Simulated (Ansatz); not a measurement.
# B2 (singlet): B3LYP, wB97M-V over a scan of the distance B1–B2, cc-pVTZ

How well do these functionals follow the top wave-function level for B2 (singlet) over a scan of the distance B1–B2?

Method: cc-pVTZ, all electrons in the functionals; program: Ansatz 0.2.0, Gaussian basis.

Plan: B3LYP, wB97M-V, at 1.315 Å; 1.507 Å; 1.641 Å; 1.792 Å; 1.981 Å; 2.265 Å; 2.684 Å; 3.031 Å; 3.555 Å; 4.336 Å; 5.481 Å.

2 further runs of the same task are left out: 2 for a known fault of the program.

## (1) The geometry

The geometry derives from a PBE0/def2-TZVP stationary point (not a proven minimum). One bond is set to the value named and the two fragments are kept rigid.

2 atoms, charge 0, spin multiplicity 1.

Atoms are counted from 1 here; the program's logs count them from 0.

Bond lengths: B1–B2 1.641 Å.

No dispersion term is added; wB97M-V holds VV10 nonlocal correlation. B3LYP takes the VWN-RPA correlation.

The geometry shown and the zero of energy belong to the point 1.641 Å. The yardstick, FCI, and other wave-function levels (R restricted, U unrestricted, valence and pair active spaces) come from earlier runs.

## (2) B3LYP, 1.315 Å

File in.yaml:

```yaml
crystal:
  periodic: [false, false, false]
  atoms:
    - {symbol: B, position_ang: [0.000000, 0.000000, 0.000000]}
    - {symbol: B, position_ang: [0.000000, 0.000000, 1.315000]}
basis:
  gaussian: {orbitals: cc-pVTZ}
magnetization: {spin_polarized: true, initial_magnetization: 0}
hamiltonian: {xc: {name: B3LYP}}
```

Started as:

```console
$ ansatz run in.yaml --threads 1 --pin off --events-out ev --progress --plain --max-ram 4096MiB --backend cpu
```

After this run come: B3LYP, 1.507 Å; B3LYP, 1.641 Å; B3LYP, 1.792 Å; B3LYP, 1.981 Å; B3LYP, 2.265 Å; B3LYP, 2.684 Å; B3LYP, 3.031 Å; B3LYP, 3.555 Å; B3LYP, 4.336 Å; B3LYP, 5.481 Å; wB97M-V, 1.315 Å; wB97M-V, 1.507 Å; wB97M-V, 1.641 Å; wB97M-V, 1.792 Å; wB97M-V, 1.981 Å; wB97M-V, 2.265 Å; wB97M-V, 2.684 Å; wB97M-V, 3.031 Å; wB97M-V, 3.555 Å; wB97M-V, 4.336 Å; wB97M-V, 5.481 Å.

Before running them: what should the planned runs give, taken together? Wanted: span of the FCI curve; largest miss, B3LYP; largest miss, wB97M-V.

As calculated:

| quantity | value |
| --- | --- |
| span of the FCI curve | 50.8 kcal/mol |
| largest miss, B3LYP | -10.5 kcal/mol (1.315 Å) |
| largest miss, wB97M-V | -10.7 kcal/mol (1.315 Å) |

**Reading.** Of the functionals, B3LYP keep the smallest largest miss at the points compared (at most 10.5 kcal/mol) and wB97M-V strays most (10.7 kcal/mol, at 1.315 Å). B3LYP, wB97M-V clearly break the spin symmetry at some points (⟨S²⟩ up to 1.84 above the pure value), so energy there is bought with a mixed spin. Functionals and the yardstick converge differently with the basis, so part of each miss in cc-pVTZ is the basis.
